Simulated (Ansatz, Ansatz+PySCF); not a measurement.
| atom | x (Å) | y (Å) | z (Å) |
| --- | --- | --- | --- |
| C | -0.0093 | -0.0034 | 0.0014 |
| C | 1.4112 | -0.0043 | -0.0084 |
| C | -0.7070 | 1.2203 | -0.0089 |
| C | -0.7070 | -1.2331 | -0.0056 |
| H | 1.9844 | -0.9303 | -0.0015 |
| H | 1.9697 | 0.9435 | 0.0004 |
| H | -1.8084 | 1.2402 | -0.0011 |
| H | -0.1690 | 2.1840 | -0.0034 |
| H | -1.7913 | -1.2480 | -0.0044 |
| H | -0.1868 | -2.1776 | 0.0027 |

UHF on triplet C₄H₆ was run in several spherical basis sets with Ansatz (development build ahead of 0.2.0). Caution for UHF: the unrestricted determinant is spin contaminated.

**Question.** Rank the basis sets by the total energy that they give, lowest first, with the distance from the lowest.
A. 6-31G(d)
B. def2-SVP
C. cc-pVDZ
D. def2-TZVP
E. STO-3G

**Answer.** D (0.00 eV), C (1.17 eV), A (1.59 eV), B (4.55 eV), E (52.62 eV).

Totals follow the description of the cores as much as that of the bonds, so this order isn't one of quality for chemistry.
